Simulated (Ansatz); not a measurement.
in.yaml

```yaml
crystal:
  periodic: [false, false, false]
  atoms:
    - {symbol: Si, position_ang: [0.019028, -0.000001, 1.486527]}
    - {symbol: O, position_ang: [-0.051081, 0.000004, -2.978923]}
    - {symbol: H, position_ang: [1.491237, -0.000115, 1.736933]}
    - {symbol: H, position_ang: [-0.605213, 1.217949, 2.063823]}
    - {symbol: H, position_ang: [-0.605401, -1.217855, 2.063823]}
basis:
  gaussian: {orbitals: cc-pVDZ}
magnetization: {spin_polarized: false, initial_magnetization: 1}
correlation: {method: sc_nevpt2, electrons: outside_noble_gas, active_space: {window: {electrons: 3, orbitals: 4}, states: [{multiplicity: 2, weights: [0.5, 1]}], root: 1}}
```

```sh
$ ansatz run in.yaml --threads 1 --pin off --events-out ev --progress --plain --max-ram 2393MiB
```

Log:

```
812 factors; integrals over basis functions are off by at most 1.6e-7 eV
mean field evaluation 1: about -9934.2862 eV, gradient 3.0e1 eV
mean field evaluation 2: about -9934.2965 eV, gradient 3.0e1 eV
mean field evaluation 4: about -9939.5455 eV, gradient 1.2e1 eV
mean field evaluation 8: about -9940.0130 eV, gradient 2.0e-1 eV
mean field evaluation 16: about -9940.0181 eV, gradient 2.2e-3 eV
mean field evaluation 32: about -9940.0234 eV, gradient 2.5e-3 eV
mean field evaluation 64: about -9940.0234 eV, gradient 3.5e-3 eV
mean field evaluation 96: about -9940.0226 eV, gradient 1.0e-1 eV
mean field evaluation 128: about -9940.0181 eV, gradient 8.6e-3 eV
mean field evaluation 160: about -9937.9465 eV, gradient 5.7e-5 eV
mean field -9940.02341812 eV, -365.2891230260 hartree, gradient 2.8e-6 eV, S^2 0.750000; 10 other end points of the search recorded, 0 dependent functions left out
reference -9940.02341812 eV, -365.2891230260 hartree; 13, 12 occupied and 34, 35 virtual orbitals, 812 factors
state -9943.34467557 eV, -365.4111769862 hartree
state -9941.22371324 eV, -365.3332330580 hartree
state -9943.34467557 eV, -365.4111769862 hartree; corrected -9948.92578458 eV, -365.6162789593 hartree
state -9941.22371324 eV, -365.3332330580 hartree; corrected -9946.79167058 eV, -365.5378517161 hartree
Total energy: -9946.79167058 eV, -365.5378517161 hartree
```

Natural occupations, averaged over the states: 1.0837 1.0113 0.9026 0.0024.

Ran on 1 thread of Arm Neoverse V1, shared host: 13 s wall, 0.32 GiB peak host memory.
